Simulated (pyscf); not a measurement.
# Four-centre exchange: AsH₃ (SMILES [AsH3]) + HO–SiH₃ (SMILES O[SiH3]) → H₃Si–O–AsH₂ (SMILES [SiH3]O[AsH2]) + H₂ (SMILES [H][H])

Gas phase, singlet surface, charge 0. Bonds broken: As1–H2, O5–H7. Bonds formed: As1–O5, H2–H7. Optimised with ωB97X-D3(BJ)/def2-SVP in PySCF.

Transition state (Å):

```xyz
10

As    -1.8882    -1.8543     0.3266
H     -0.1455    -1.9760     1.1659
H     -1.1250    -2.3706    -0.8848
H     -2.6728    -0.8558    -0.5852
O     -0.9385    -0.0773     0.7426
Si    -0.7032     1.1890    -0.3685
H     -0.2006    -0.8427     1.0965
H     -0.3096     0.6346    -1.6935
H      0.3875     2.0413     0.1755
H     -1.9567     1.9744    -0.4923
```

One imaginary mode, 1417i cm⁻¹; descent along it reached the two sides named.

```json
[
 {"bond": "As1–H2", "change": "breaks", "reactant side (Å)": "1.520", "saddle": "1.938", "product side": "3.9"},
 {"bond": "O5–H7", "change": "breaks", "reactant side (Å)": "0.963", "saddle": "1.121", "product side": "2.471"},
 {"bond": "As1–O5", "change": "forms", "reactant side (Å)": "3.1", "saddle": "2.057", "product side": "1.797"},
 {"bond": "H2–H7", "change": "forms", "reactant side (Å)": "3.0", "saddle": "1.137", "product side": "0.761"}
]
```

Electronic energies relative to the separated reactants (kcal/mol):

```tsv
level	barrier	reaction energy	reverse barrier
ωB97X-D3(BJ)/def2-TZVP	59.3	+7.0	52.2
PBE/def2-TZVP	52.3	+10.4	41.9
r²SCAN/def2-TZVP	56.1	+9.6	46.5
B3LYP-D3(BJ)/def2-TZVP	56.6	+8.2	48.4
PBE0-D3(BJ)/def2-TZVP	56.5	+10.6	45.9
M06-2X/def2-TZVP	58.6	+6.3	52.4
ωB97M-D3(BJ)/def2-TZVP	59.8	+9.9	49.9
HF/def2-TZVP	81.2	+12.5	68.7
```

With ωB97M-D3(BJ)/def2-TZVP energies and thermal terms (ideal gas, 1 atm, RRHO with modes under 100 cm⁻¹ raised to 100, one conformer, R ln 2 for chiral ones without a mode under 150 cm⁻¹), in kcal/mol:

```json
[
 {"T (K)": "298", "ΔH‡": "57.3", "ΔG‡": "67.9", "ΔH": "+7.4", "ΔG": "+9.5"},
 {"T (K)": "600", "ΔH‡": "57.6", "ΔG‡": "78.6", "ΔH": "+8.5", "ΔG": "+11.2"},
 {"T (K)": "900", "ΔH‡": "58.4", "ΔG‡": "88.9", "ΔH": "+9.3", "ΔG": "+12.3"},
 {"T (K)": "1200", "ΔH‡": "59.3", "ΔG‡": "99.0", "ΔH": "+10.0", "ΔG": "+13.2"}
]
```

The same reactants have a lower exit, to HO–AsH₂ + SiH₄ (barrier +53.6 kcal/mol at ωB97M-D3(BJ)/def2-TZVP, against +59.8 kcal/mol here). H₃Si–O–AsH₂ lies 10.7 kcal/mol over its isomer HO–SiH₂–AsH₂ (electronic energy, ωB97M-D3(BJ)/def2-TZVP). This is the saddle that the search found; another between the same sides may lie lower. Elements up to Kr have no core potential and no relativistic terms here.
